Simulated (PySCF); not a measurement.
Two structures of CH4OSi, singlet, reached by relaxing down either side of one saddle point (PBE0-D4/def2-TZVP). Energies are electronic, without zero-point energy. Program: PySCF 2.14 with density fitting (its default auxiliary sets; JK sets also for MP2 and CCSD(T)). Basis: def2-TZVPP and def2-QZVPP. Cores are frozen in the correlated methods. Extrapolation: Hartree–Fock as exp(−7.88 √X), correlation as X^−2.97. First:

H1  (-0.729, -2.454, -0.563)
O2  (-0.719, -1.552, -0.234)
Si3  (0.688, -0.729, -0.564)
C4  (0.229, 0.915, 0.242)
H5  (0.994, 1.193, 0.976)
H6  (-0.750, 0.901, 0.726)
H7  (0.243, 1.706, -0.518)
(Å)

Second:

H1  (0.575, -1.757, -0.894)
O2  (-1.747, -1.434, 0.304)
Si3  (-0.391, -0.914, -0.136)
C4  (0.289, 0.777, 0.167)
H5  (1.240, 0.705, 0.702)
H6  (-0.408, 1.387, 0.742)
H7  (0.497, 1.268, -0.789)
(Å)

**Question.** Which bonds change from the first to the second?

**Answer.** CH₄OSi ([CH3][Si][OH]) → CH₄OSi ([CH3][SiH][O]); bonds formed: H1–Si3; bonds broken: H1–O2.

**Question.** Give the saddle point's structure and its height above each. (Judge from chemistry; the value comes from the calculation.)

**Answer.** Computed: 57.36 kcal/mol above the first and 57.04 kcal/mol above the second (CCSD(T) at an estimated basis limit (MP2 extrapolated from triple and quadruple zeta, plus CCSD(T) − MP2 in triple zeta)).
| atom | x (Å) | y (Å) | z (Å) |
| --- | --- | --- | --- |
| H1 | -0.1989 | -2.2999 | -0.7538 |
| O2 | -1.2827 | -1.6133 | -0.0056 |
| Si3 | 0.0574 | -0.8497 | -0.3300 |
| C4 | 0.3214 | 0.9259 | 0.1943 |
| H5 | 1.2173 | 1.0240 | 0.8139 |
| H6 | -0.5593 | 1.2427 | 0.7626 |
| H7 | 0.4447 | 1.5703 | -0.6813 |

T1 diagnostic: at most 0.026. The T1 diagnostic is large here, which may signal multireference character or strong orbital relaxation, so CCSD(T) is less sure. The restricted Hartree–Fock reference is unstable towards an unrestricted one at one or more of these structures. The start structure is not quite a true minimum (one mode of 63i cm⁻¹).

Labels in which every atom is bracketed show which atoms are joined, not bond orders.

For scale, one of the runs: CCSD(T)/def2-TZVPP, 160 basis functions, launched by `OMP_NUM_THREADS=4 python run.py`. The run took 67 s on 4 CPU threads of an INTEL XEON PLATINUM 8581C (shared host), with 1.1 GiB of host memory at its peak.
